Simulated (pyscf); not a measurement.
H₂N–SiH₂–Cl + NH₃ → NH₃ + :HSi–Cl [singlet] + NH₃, a multi-bond step (singlet surface; N–Si, H–Si, H–N broken, H–N, H–N formed). Single points on ωB97X-D3(BJ)/def2-SVP structures (PySCF, gas phase). Energies in eV from the separated reactants.

Small-basis levels: PySCF, no dispersion term, spherical d functions. AM1 to PM7: differences of heats of formation from MOPAC, which are fitted to 298 K values and so differ in kind from electronic energies by zero-point and thermal terms. GFN2-xTB: tblite. Cost: rough CPU time at the saddle relative to B3LYP/6-31G*, from one job on a shared machine.

```
level                   barrier  reaction energy        cost
----------------------  -------  ---------------  ----------
HF/STO-3G                  2.89            +2.93        0.03
BP86/6-31G*                1.41            +2.50           1
PBE/6-31G*                  ___            +2.58           1
B3LYP/STO-3G               1.67            +3.20         0.5
B3LYP/3-21G                0.61            +2.64         0.7
M06-2X/6-31G*              1.62            +2.71           2
B3LYP/6-311+G**            1.84            +2.38           2
B3LYP/def2-SVP             1.67            +2.53           1
GFN2-xTB                   2.36            +2.74  under 0.02
AM1                        2.01            +3.03  under 0.02
PM6                         ___            +3.40  under 0.02
PM7                        1.78            +3.52  under 0.02
ωB97M-D3(BJ)/def2-TZVP      ___            +2.62           –
```

### Question
Complete the blanks.

### Answer

- PBE/6-31G*, barrier: 1.31
- PM6, barrier: 2.25
- ωB97M-D3(BJ)/def2-TZVP, barrier: 1.90

Against the last row the barrier runs from -1.29 (B3LYP/3-21G) to +0.99 eV (HF/STO-3G). ωB97M-D3(BJ)/def2-TZVP has limits of its own. On the reactant side the descent ends in a complex (not fully relaxed), 0.27 eV under the separated species and 2.20 eV under the saddle at ωB97X-D3(BJ)/def2-TZVP. On the product side the descent ends in an adduct with a N–Si contact, 1.82 eV under the separated species and 0.92 eV under the saddle at ωB97X-D3(BJ)/def2-TZVP. At ωB97M-D3(BJ) the saddle lies under the separated products, which points to a path from their complex (located at ωB97X-D3(BJ) alone), and parting the products costs more than the saddle. What is counted as broken (N–Si) persists as a longer contact in the product adduct; parting that adduct is a step of its own. The same reactants have a lower exit, to H₂N–SiH(NH₂)–Cl + H₂ (barrier +1.48 eV at ωB97M-D3(BJ)/def2-TZVP, against +1.90 eV here). One saddle was located; it need not be the lowest between these sides.
